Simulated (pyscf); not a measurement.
One substitution at Si on the doublet surface with elements of a group swapped. ωB97M-D3(BJ)/def2-TZVP, kcal/mol, from the separated reactants. PySCF, gas phase, ωB97X-D3(BJ)/def2-SVP geometries.

```
step                                                                          barrier  reaction energy  imaginary mode (i cm⁻¹)
-------------------------------------------------------------------------  ----------  ---------------  -----------------------
`[PH2]` [doublet] + `[SiH3][SiH3]` → `[SiH3][PH2]` + `[SiH3]` [doublet]    (withheld)       (withheld)                      585
`[AsH2]` [doublet] + `[SiH3][SiH3]` → `[SiH3][AsH2]` + `[SiH3]` [doublet]        17.2            +11.6                      518
```

Task: Some entries are withheld; supply them.

Result: 
- `[PH2]` [doublet] + `[SiH3][SiH3]` → `[SiH3][PH2]` + `[SiH3]` [doublet], barrier: 12.8
- `[PH2]` [doublet] + `[SiH3][SiH3]` → `[SiH3][PH2]` + `[SiH3]` [doublet], reaction energy: +4.2

Each row is the saddle that its search found. Elements up to Kr have no core potential and no relativistic terms here.
